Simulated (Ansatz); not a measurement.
## C2H6 (ethane): from total energies to a heat of formation

C2H6: 8 atoms, total charge 0, spin state singlet. As SMILES, `CC`. The coordinates come from a PBE0-D4/def2-TZVP relaxation.

Total energies at B2PLYP/def2-SVPD, 2 core orbitals frozen (Ansatz 0.2.0); the atoms run unrestricted:

```tsv
species	state	energy (Eh)
C2H6	singlet	-79.669803
C	triplet	-37.778074
H	doublet	-0.497926
```

Harmonic wavenumbers at PBE0-D4/def2-TZVP, in cm⁻¹: 309, 822, 822, 1026, 1216, 1217, 1398, 1417, 1495, 1495, 1497, 1497, 3049, 3050, 3106, 3106, 3131, 3131.

Measured heats of formation of the gaseous atoms at 298.15 K, in kJ/mol: C 716.9, H 218.0. Take 1 Eh = 2625.50 kJ/mol, 1 cm⁻¹ = 0.0119627 kJ/mol, RT = 2.479 kJ/mol.

Q: What heat of formation follows?

A: 
1. Electronic atomisation energy: 2 × (-37.778074) + 6 × (-0.497926) − (-79.669803) = 1.126099 Eh = 2956.6 kJ/mol.
2. Zero-point energy: half the sum of the wavenumbers, 16392 cm⁻¹ = 196.1 kJ/mol.
3. Thermal vibrational enthalpy, Σ hcν̃/(exp(hcν̃/kT) − 1): 1.7 kJ/mol. Translation, rotation and pV of a non-linear molecule: 4 RT = 9.9 kJ/mol.
4. The 8 free atoms carry 5/2 RT each: 49.6 kJ/mol.
5. Atomisation enthalpy at 298 K: 2956.6 − 196.1 − 1.7 − 9.9 + 49.6 = 2798.5 kJ/mol.
6. Sum of the atoms' heats of formation: 2741.8 kJ/mol. Heat of formation: 2741.8 − 2798.5 = -56.7 kJ/mol.

The tabulated value is -83.8 kJ/mol (Active Thermochemical Tables), so this level is off by +27.1 kJ/mol, or 1.0 % of the atomisation enthalpy. A double-zeta basis underbinds. Anharmonicity and any spin-orbit splitting of the molecule are left out, and so is core correlation.
